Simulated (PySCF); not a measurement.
H₃Si, SMILES [SiH3] (connectivity only; charge and spin as stated), charge +1, multiplicity 1.

Geometry optimised at B3LYP-D3(BJ)/def2-TZVPD. The spin state was assumed, not searched. The isomer is the one that the SMILES or the coordinates give; other isomers of the formula were not compared.

Two levels are set side by side: PBE/def2-TZVPD (PySCF) and PBE0/def2-TZVPD (PySCF). Same geometry, gas phase. Differences are taken from unrounded values.

```tsv
quantity	PBE0	PBE	PBE minus PBE0
orbital gap (eV)	7.49	5.08	-2.41
highest occupied level (eV)	-17.72	-16.34	1.38
lowest empty level (eV)	-10.23	-11.26	-1.03
mean polarisability (bohr³)	20.3	20.7	0.4
```

Without exact exchange PBE keeps part of each electron's self-repulsion, which lifts occupied levels and narrows the gap. Differences between two approximate levels are no errors against the true value.

Rough cost on one machine, each run with all the roots and properties that it gave: PBE0 against PBE within a factor of 2.
